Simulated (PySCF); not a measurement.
## Frontier levels across methods

Species: AlH6NSi.
Cartesian coordinates in Å at the PBE0-D3(BJ)/def2-SVP level; atoms count from 1:
```
atom  x, y, z in Å
Al1    1.9026   -0.1103    0.0426
N2     0.2117    0.0037    0.6204
Si3   -1.2723    0.0667   -0.2923
H4     3.0483   -0.1279    1.1403
H5     2.1521   -0.1859   -1.5204
H6     0.0800    0.0511    1.6298
H7    -2.2031   -1.0516    0.0647
H8    -2.0225    1.3454   -0.0748
H9    -0.9152   -0.0422   -1.7381
```

Basis pcSseg-2 throughout (PySCF), one geometry. Geometry: PBE0-D3(BJ)/def2-SVP; no solvent, vibrations or thermal averaging.

Problem. How do the orbital energies, the gap and the dipole change with the method?

Solution. 
```csv
method,kind,HOMO (eV),LUMO (eV),gap (eV),μ (D),SCF cycles
BLYP,GGA,-6.35,-1.66,4.69,0.87,13
OPBE,GGA,-6.41,-1.50,4.90,0.87,14
B97-D,GGA,-6.46,-1.66,4.80,0.87,13
PBE,GGA,-6.48,-1.76,4.72,0.87,13
KT3,GGA,-6.50,-1.69,4.81,0.83,14
KT2,GGA,-6.53,-1.81,4.72,0.82,14
BP86,GGA,-6.59,-1.81,4.77,0.87,13
LDA,LDA,-6.60,-1.97,4.63,0.86,13
B97-2,global hybrid,-7.48,-1.00,6.48,0.85,12
B3LYP,global hybrid,-7.52,-1.23,6.29,0.85,11
PBE0,global hybrid,-7.74,-1.02,6.72,0.85,12
mPW1PW91,global hybrid,-7.77,-1.03,6.74,0.85,12
BHandHLYP,global hybrid,-8.93,-0.31,8.61,0.84,11
CAM-B3LYP,range-separated hybrid,-9.11,-0.16,8.95,0.84,11
wB97X-D,range-separated hybrid,-9.62,0.56,10.18,0.86,12
LC-wPBE,range-separated hybrid,-10.50,0.85,11.35,0.85,12
HF,Hartree–Fock,-10.88,1.35,12.23,0.86,10
```

The HOMO spans 4.53 eV, from BLYP down to HF, and the gap runs from 4.63 eV (LDA) to 12.23 eV (HF). Over the methods BLYP (0 %), OPBE (0 %), B97-D (0 %), PBE (0 %), KT3 (0 %), KT2 (0 %), BP86 (0 %), LDA (0 %), B97-2 (21 %), B3LYP (20 %), PBE0 (25 %), mPW1PW91 (25 %), BHandHLYP (50 %), HF (100 %), a straight line through the gap against the share of exact exchange rises by 0.75 eV for each 10 % (correlation coefficient 0.999). The dipole ranges from 0.82 D (KT2) to 0.87 D (OPBE). This basis has no diffuse functions.
